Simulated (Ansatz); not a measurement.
System: hydrogen isocyanide, CHN (charge 0, singlet). 
Coordinates optimised at B3LYP-D3(BJ)/def2-TZVP (Ansatz, a program for electronic structure):
```
N
C 1 1.1640
H 1 0.9974 2 180.00
```

Property: vertical ionisation energy (to the doublet state of charge +1; each state is the SCF solution reached for its spin; the UHF <S^2> is 1.14 for the doublet (pure: 0.75); for the doublet T1 is 0.064), in eV. Cores are frozen in the correlated levels unless marked. Open shells are spin-unrestricted. Spin-orbit coupling is left out. Non-relativistic. CBS marks a two-point X^-3 extrapolation of the correlation energy; Hartree-Fock from the larger set.

```csv
level,program,vertical ionisation energy (eV)
PBE/def2-TZVPD,Ansatz,12.00
PBE0/def2-TZVPD,Ansatz,12.04
```

**Question.** What does CCSD(T)/CBS(aug-cc-pVTZ,aug-cc-pVQZ) (Ansatz) give?

**Answer.** 12.09 eV, so PBE0/def2-TZVPD differs from it by -0.05 eV.
